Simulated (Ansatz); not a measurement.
Task: a ranking of conformers of C3H8O2, SMILES CCC(O)O, with Ansatz 0.2.0, Python API. Give the script and its output. Settings (for the species named): PBE, def2-SVP basis, multiplicity 1.

Script `run_conformers.py`:
```python
import ansatz as az
from rdkit import Chem
from rdkit.Chem import AllChem

rd = Chem.AddHs(Chem.MolFromSmiles("CCC(O)O"))
ids = list(AllChem.EmbedMultipleConfs(rd, numConfs=20, randomSeed=383, pruneRmsThresh=0.4))
field = [energy for _, energy in AllChem.MMFFOptimizeMoleculeConfs(rd)]
distinct = {round(e, 2): i for i, e in zip(ids, field)}
chosen = sorted(distinct.items())[:4]
found = []
for force_field, index in chosen:
    system = az.Crystal.molecule()
    for atom, xyz in zip(rd.GetAtoms(), rd.GetConformer(index).GetPositions()):
        system = system.atom(atom.GetSymbol(), xyz.round(5).tolist())
    calc = system.calculation()
    calc = calc.basis(gaussian="def2-SVP")
    calc = calc.functional("PBE")
    found.append(calc.run(threads=1, backend="cpu").report["free_energy_ev"])
print("conformer   MMFF (kcal/mol)   this level (eV)")
for (force_field, index), e in zip(chosen, found):
    print(f"{index:9d} {force_field - chosen[0][0]:17.2f} {(e - min(found)):17.3f}")
```

```console
$ python run_conformers.py
conformer   MMFF (kcal/mol)   this level (eV)
        0              0.00             0.000
        1              0.99             0.008
        2              3.99             0.079
```

The conformers keep their force-field geometries. Wall time of the script: 8 s on 1 thread of Arm Neoverse V2, with other jobs on the host, peak memory 0.26 GiB.
